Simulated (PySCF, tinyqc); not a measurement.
Inside a calculation. Method: RHF in the sto-3g basis, for H2O, spin multiplicity 1. The lowest restricted solution is unstable here: a spin-polarised one lies 0.0387 hartree lower (PySCF). One step of it, computed by the program tinyqc.

Problem. Iteration 1: building the Fock matrix. J_ij = sum D_kl (ij|kl), K_ij = sum D_kl (ik|jl); F = H + J - 0.5 K; E = tr D H + tr D J / 2 - 0.25 tr D K + E_nn.

D at the start, lower triangle:
```
,1O 1s,1O 2s,1O 2px,1O 2py,1O 2pz,2H 1s,3H 1s
1O 1s,2.123259
1O 2s,-0.526642,2.248610
1O 2px,0.000000,0.000000,2.000000
1O 2py,-0.001681,0.009495,0.000000,2.105318
1O 2pz,-0.014156,0.076531,0.000000,0.005017,2.043730
2H 1s,0.040477,-0.168483,0.000000,-0.183263,-0.114981,0.034258
3H 1s,0.036910,-0.153312,0.000000,0.170081,-0.106143,0.002086,0.029327
```

core Hamiltonian H = T + V (hartree), lower triangle:
```
,1O 1s,1O 2s,1O 2px,1O 2py,1O 2pz,2H 1s,3H 1s
1O 1s,-32.365083
1O 2s,-7.528578,-8.993244
1O 2px,0.000000,0.000000,-7.169234
1O 2py,-0.000395,-0.004850,0.000000,-7.233161
1O 2pz,-0.007911,-0.099413,0.000000,-0.002002,-7.197525
2H 1s,-0.631991,-1.686002,0.000000,-1.120472,-0.761368,-3.720963
3H 1s,-0.569296,-1.542814,0.000000,1.035056,-0.704005,-0.343330,-3.625441
```

Two-electron integrals (ij|kl) in chemists' order, unique and non-zero (hartree):
```
i,j,k,l,(ij|kl)
1,1,1,1,4.785065
2,1,1,1,0.741380
2,1,2,1,0.136873
2,2,1,1,1.118947
2,2,2,1,0.256633
2,2,2,2,0.817206
3,1,3,1,0.024477
3,2,3,1,0.037809
3,2,3,2,0.180518
3,3,1,1,1.115814
3,3,2,1,0.256684
3,3,2,2,0.817023
3,3,3,3,0.880159
4,1,4,1,0.024477
4,2,4,1,0.037809
4,2,4,2,0.180518
4,3,4,3,0.047444
4,4,1,1,1.115814
4,4,2,1,0.256684
4,4,2,2,0.817023
4,4,3,3,0.785270
4,4,4,4,0.880159
5,1,5,1,0.024477
5,2,5,1,0.037809
5,2,5,2,0.180518
5,3,5,3,0.047444
5,4,5,4,0.047444
5,5,1,1,1.115814
5,5,2,1,0.256684
5,5,2,2,0.817023
5,5,3,3,0.785270
5,5,4,4,0.785270
5,5,5,5,0.880159
6,1,1,1,0.062318
6,1,2,1,0.011422
6,1,2,2,0.021329
6,1,3,3,0.021292
6,1,4,1,0.000407
6,1,4,2,0.000775
6,1,4,4,0.021371
6,1,5,1,0.000271
6,1,5,2,0.000516
6,1,5,4,0.000053
6,1,5,5,0.021327
6,1,6,1,0.000964
6,2,1,1,0.181728
6,2,2,1,0.042336
6,2,2,2,0.153295
6,2,3,3,0.150556
6,2,4,1,0.002598
6,2,4,2,0.021618
6,2,4,4,0.156145
6,2,5,1,0.001728
6,2,5,2,0.014381
6,2,5,4,0.003718
6,2,5,5,0.153029
6,2,6,1,0.003605
6,2,6,2,0.038622
6,3,3,1,0.004041
6,3,3,2,0.024912
6,3,4,3,0.004259
6,3,5,3,0.002833
6,3,6,3,0.004996
6,4,1,1,0.120339
6,4,2,1,0.028360
6,4,2,2,0.109780
6,4,3,3,0.105106
6,4,4,1,0.005518
6,4,4,2,0.039082
6,4,4,4,0.117352
6,4,5,1,0.000983
6,4,5,2,0.009426
6,4,5,4,0.005313
6,4,5,5,0.106756
6,4,6,1,0.002497
6,4,6,2,0.033724
6,4,6,4,0.034152
6,5,1,1,0.080053
6,5,2,1,0.018866
6,5,2,2,0.073029
6,5,3,3,0.069919
6,5,4,1,0.000983
6,5,4,2,0.009426
6,5,4,4,0.072400
6,5,5,1,0.004695
6,5,5,2,0.031182
6,5,5,4,0.005909
6,5,5,5,0.076683
6,5,6,1,0.001661
6,5,6,2,0.022434
6,5,6,4,0.019395
6,5,6,5,0.017898
6,6,1,1,0.378568
6,6,2,1,0.089549
6,6,2,2,0.373834
6,6,3,3,0.361354
6,6,4,1,0.005842
6,6,4,2,0.069380
6,6,4,4,0.387070
6,6,5,1,0.003887
6,6,5,2,0.046153
6,6,5,4,0.017107
6,6,5,5,0.372734
6,6,6,1,0.007647
6,6,6,2,0.129957
6,6,6,4,0.130202
6,6,6,5,0.086613
6,6,6,6,0.774606
7,1,1,1,0.056147
7,1,2,1,0.010290
7,1,2,2,0.019214
7,1,3,3,0.019182
7,1,4,1,-0.000363
7,1,4,2,-0.000691
7,1,4,4,0.019250
7,1,5,1,0.000242
7,1,5,2,0.000460
7,1,5,4,-0.000046
7,1,5,5,0.019212
7,1,6,1,0.000855
7,1,6,2,0.003142
7,1,6,4,0.002033
7,1,6,5,0.001450
7,1,6,6,0.006643
7,1,7,1,0.000782
7,2,1,1,0.165816
7,2,2,1,0.038637
7,2,2,2,0.140190
7,2,3,3,0.137697
7,2,4,1,-0.002361
7,2,4,2,-0.019793
7,2,4,4,0.142783
7,2,5,1,0.001571
7,2,5,2,0.013168
7,2,5,4,-0.003384
7,2,5,5,0.139948
7,2,6,1,0.003183
7,2,6,2,0.026521
7,2,6,4,0.016484
7,2,6,5,0.014935
7,2,6,6,0.069542
7,2,7,1,0.002963
7,2,7,2,0.032554
7,3,3,1,0.003664
7,3,3,2,0.022680
7,3,4,3,-0.003886
7,3,5,3,0.002585
7,3,6,3,0.003243
7,3,7,3,0.004184
7,4,1,1,-0.110709
7,4,2,1,-0.026094
7,4,2,2,-0.101246
7,4,3,3,-0.096977
7,4,4,1,0.005005
7,4,4,2,0.035671
7,4,4,4,-0.108159
7,4,5,1,-0.000893
7,4,5,2,-0.008643
7,4,5,4,0.004853
7,4,5,5,-0.098486
7,4,6,1,-0.002076
7,4,6,2,-0.016677
7,4,6,4,-0.007532
7,4,6,5,-0.009257
7,4,6,6,-0.042615
7,4,7,1,-0.002067
7,4,7,2,-0.028679
7,4,7,4,0.029202
7,5,1,1,0.073652
7,5,2,1,0.017360
7,5,2,2,0.067356
7,5,3,3,0.064516
7,5,4,1,-0.000893
7,5,4,2,-0.008643
7,5,4,4,0.066784
7,5,5,1,0.004257
7,5,5,2,0.028430
7,5,5,4,-0.005395
7,5,5,5,0.070691
7,5,6,1,0.001481
7,5,6,2,0.015036
7,5,6,4,0.009233
7,5,6,5,0.011578
7,5,6,6,0.042528
7,5,7,1,0.001375
7,5,7,2,0.019079
7,5,7,4,-0.016644
7,5,7,5,0.015257
7,6,1,1,0.033474
7,6,2,1,0.007874
7,6,2,2,0.031136
7,6,3,3,0.030466
7,6,4,1,-4.28e-06
7,6,4,2,-0.000059
7,6,4,4,0.031074
7,6,5,1,0.000504
7,6,5,2,0.005101
7,6,5,4,-0.000010
7,6,5,5,0.031836
7,6,6,1,0.000662
7,6,6,2,0.007726
7,6,6,4,0.005952
7,6,6,5,0.005102
7,6,6,6,0.027840
7,6,7,1,0.000597
7,6,7,2,0.007151
7,6,7,4,-0.005599
7,6,7,5,0.004764
7,6,7,6,0.002080
7,7,1,1,0.366646
7,7,2,1,0.086738
7,7,2,2,0.362776
7,7,3,3,0.351081
7,7,4,1,-0.005508
7,7,4,2,-0.065946
7,7,4,4,0.375190
7,7,5,1,0.003664
7,7,5,2,0.043872
7,7,5,4,-0.016039
7,7,5,5,0.361751
7,7,6,1,0.007145
7,7,6,2,0.073901
7,7,6,4,0.044947
7,7,6,5,0.044766
7,7,6,6,0.224876
7,7,7,1,0.006666
7,7,7,2,0.117188
7,7,7,4,-0.118650
7,7,7,5,0.078935
7,7,7,6,0.027840
7,7,7,7,0.774606
```

nuclear repulsion = 6.22369878 hartree

Give: Coulomb J; exchange K; Fock matrix F; total energy of this density.

Solution.

Coulomb J (hartree), lower triangle:
```
,1O 1s,1O 2s,1O 2px,1O 2py,1O 2pz,2H 1s,3H 1s
1O 1s,18.5615
1O 2s,3.5393,8.7933
1O 2px,0.0000,0.0000,8.7861
1O 2py,0.0002,0.0000,0.0000,8.7849
1O 2pz,0.0017,0.0010,0.0000,-0.0001,8.7855
2H 1s,0.2956,1.5908,0.0000,1.1184,0.7437,3.7360
3H 1s,0.2663,1.4543,0.0000,-1.0313,0.6858,0.3158,3.6263
```

exchange K (hartree), lower triangle:
```
,1O 1s,1O 2s,1O 2px,1O 2py,1O 2pz,2H 1s,3H 1s
1O 1s,9.8392
1O 2s,1.7157,2.8612
1O 2px,0.0000,0.0000,2.3567
1O 2py,0.0001,0.0003,0.0000,2.3596
1O 2pz,0.0006,0.0045,0.0000,-0.0001,2.3576
2H 1s,0.1531,0.4435,0.0000,0.2318,0.1539,0.1223
3H 1s,0.1381,0.4052,0.0000,-0.2138,0.1418,0.0547,0.1039
```

Fock matrix F (hartree), lower triangle:
```
,1O 1s,1O 2s,1O 2px,1O 2py,1O 2pz,2H 1s,3H 1s
1O 1s,-18.7232
1O 2s,-4.8471,-1.6305
1O 2px,0.0000,0.0000,0.4385
1O 2py,-0.0003,-0.0050,0.0000,0.3720
1O 2pz,-0.0066,-0.1006,0.0000,-0.0021,0.4091
2H 1s,-0.4130,-0.3170,0.0000,-0.1180,-0.0946,-0.0461
3H 1s,-0.3721,-0.2911,0.0000,0.1107,-0.0891,-0.0549,-0.0510
```

total energy of this density = -73.318421 hartree
